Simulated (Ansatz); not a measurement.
## As (model structure, started from the graphite type, P6₃/mmc, No. 194, 4 atoms in the cell): c axis length by level of theory

No measured value is used here.

| level (code) | value (Å) |
|---|---|
| PBE (Ansatz) | 5.585 |
| PBEsol (Ansatz) | 5.401 |
| PBE-D3(BJ) (Ansatz) | 5.407 |

Ansatz's density-functional and Hartree–Fock values are scalar-relativistic unless marked +SOC, with PAW data made under PBE.

A model structure was made by putting elements into a prototype or built by hand; it is no filed structure, need not be a known phase, and can be a saddle point held by its symmetry.

Ansatz is a first-principles code.
